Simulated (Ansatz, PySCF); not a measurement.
Process, species as SMILES: N (NH3) + H+ → [NH4+]
Geometries: B3LYP-D3(BJ)/def2-TZVP minima from Ansatz (a quantum-chemistry and plane-wave program).

Wanted: proton affinity (enthalpy at 298 K, with B3LYP-D3(BJ) rigid-rotor harmonic-oscillator terms from PySCF), positive where the reaction releases energy, in kcal/mol. Correlated levels leave the core frozen unless marked. No spin-orbit coupling. Non-relativistic. CBS marks a two-point X^-3 extrapolation of the correlation energy; Hartree-Fock from the larger set.

From measured enthalpies of formation at 298 K: 203.8 kcal/mol (N (NH3) -10.9, ATcT 1.112; H+ 365.7, ATcT 1.112; [NH4+] 151.0, ATcT 1.112). It holds spin-orbit effects, which the calculations lack, and core correlation, which the frozen-core levels lack.

```tsv
level	program	proton affinity (kcal/mol)	error against measurement
HF/cc-pwCVTZ	Ansatz	209.2	5.4
HF/cc-pVQZ	Ansatz	208.4	4.6
M06-L-D4/def2-TZVPD	PySCF + dftd4	205.7	1.9
r2SCAN-D3(BJ)/def2-TZVPD	Ansatz + dftd3	204.5	0.7
PBE0-D3(BJ)/def2-TZVP	Ansatz + dftd3	206.1	2.3
PBE0/def2-QZVPP	Ansatz	205.2	1.4
LC-wPBE/def2-TZVPD	Ansatz	205.4	1.6
B2GP-PLYP-D3(BJ)/def2-TZVPD	Ansatz + dftd3	203.1	-0.7
RI-MP2/cc-pVTZ	Ansatz	205.7	1.9
RI-MP2/def2-TZVPP	Ansatz	204.5	0.7
CCSD/CBS(def2-TZVPP,def2-QZVPP)	Ansatz	204.8	1.0
CCSD(T)/cc-pVDZ	PySCF	212.1	8.3
CCSD(T)/def2-TZVPP	Ansatz	205.6	1.8
CCSDT(Q)/cc-pVDZ	Ansatz	212.0	8.2
CCSD(T)/CBS(cc-pVTZ,cc-pVQZ)	Ansatz	204.2	0.4
```
